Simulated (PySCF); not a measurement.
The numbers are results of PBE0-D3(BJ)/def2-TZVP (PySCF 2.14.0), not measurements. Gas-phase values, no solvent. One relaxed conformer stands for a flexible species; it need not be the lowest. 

Reference species (SMILES): `[CH2]` (lower triplet) (neutral, multiplicity 3).

```yaml
highest_occupied_spin_orbital: -7.17 eV
```

Changed species: `[CH]O` (excited triplet; H–C–O–H torsion 102°) (X = hydroxy, multiplicity 3; the reference has X = H, multiplicity 3).

Task: Give the shifts of the highest occupied spin orbital.

Result: the highest occupied spin orbital increases by 1.20 eV, to -5.97 eV.
